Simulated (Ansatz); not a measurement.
Reaction (SMILES): O=[N] (N-O) → N atom + O atom
B3LYP-D3(BJ)/def2-TZVP geometries, fixed; electronic energies without zero-point terms.
Largest species:
```
N
O 1 1.1449
```
Charge 0, spin multiplicity 2.

Basis-set convergence of the atomisation energy at CCSD(T) with Ansatz (a program for electronic structure). All functions are spherical. Cores are frozen. Open shells are unrestricted. No added dispersion term, no relativity. Functions are those of the species that has most. Reference: Hartree-Fock in aug-cc-pVQZ plus the correlation part extrapolated as X^-3 from aug-cc-pVTZ and aug-cc-pVQZ, 151.60 kcal/mol, itself unsure by roughly 1.17 kcal/mol (a third of the extrapolation step and of the last Hartree-Fock step). Deviations are taken from unrounded values.

```tsv
basis	functions	atomisation energy (kcal/mol)	minus reference (kcal/mol)
3-21G	18	88.97	-62.63
cc-pVDZ	28	131.23	-20.37
def2-SVP	28	137.33	-14.27
6-311G**	36	134.67	-16.92
aug-pcseg-1	46	134.60	-16.99
cc-pVTZ	60	143.08	-8.51
jun-cc-pV(T+d)Z	78	143.53	-8.06
cc-pVQZ	110	148.07	-3.53
pcseg-3	120	148.93	-2.66
```
